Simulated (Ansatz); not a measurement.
# HS2+ (triplet): wave-function methods side by side, def2-TZVPP

An exercise on one series of results from a longer session: the logs are not shown, and one member is left open.

Computed with Ansatz 0.2.0, Gaussian basis. Level: def2-TZVPP, core rule «outside noble gas», up to 10 orbitals frozen.

Plan: UHF; ROHF; CCSD(T) on UHF.

2 further runs of the same task are left out: 2 set aside as unsound or not needed.

### The geometry

The geometry is a PBE0/def2-TZVP stationary point (not a proven minimum) of the parent state, kept for this charge and spin.

3 atoms, charge 1, spin multiplicity 3.

Atoms are counted from 1 here; the program's logs count them from 0.

Bond lengths: S1–S2 1.957 Å, S1–H3 1.356 Å. Angles: S2–S1–H3 102.1°.

The first run:

Input file in.yaml:

```yaml
crystal:
  periodic: [false, false, false]
  atoms:
    - {symbol: S, position_ang: [0.000000, -0.071294, 0.956654]}
    - {symbol: S, position_ang: [0.000000, 0.032394, -0.997818]}
    - {symbol: H, position_ang: [0.000000, 1.237507, 1.309550]}
basis:
  gaussian: {orbitals: def2-TZVPP}
total_charge: 1
magnetization: {spin_polarized: true, initial_magnetization: 2}
hamiltonian: {xc: hf}
output: {orbitals: {seedname: orbitals}}
```

Command:

```
$ ansatz run in.yaml --threads 1 --pin off --events-out ev --progress --plain --max-ram 4096MiB --backend cpu
```

Among the steps run: UHF; ROHF; CCSD(T) on UHF.

One of the session's tables, all rows but one given; the rest of the session is left out.

It belongs to the step «Misses and costs». 

| method | from UCCSD(T) (meV) |
| --- | --- |
| ROHF | +9879.1 |
| UHF | ? |
| UMP2 | +1486.5 |
| UCCSD | +468.4 |
| UCCSD(T) | 0 |

**Question.** Estimate the row for UHF.

As computed: from UCCSD(T) (meV): +9552.8. In the column «from UCCSD(T) (meV)» it lies between UMP2 (+1486.5) and ROHF (+9879.1).
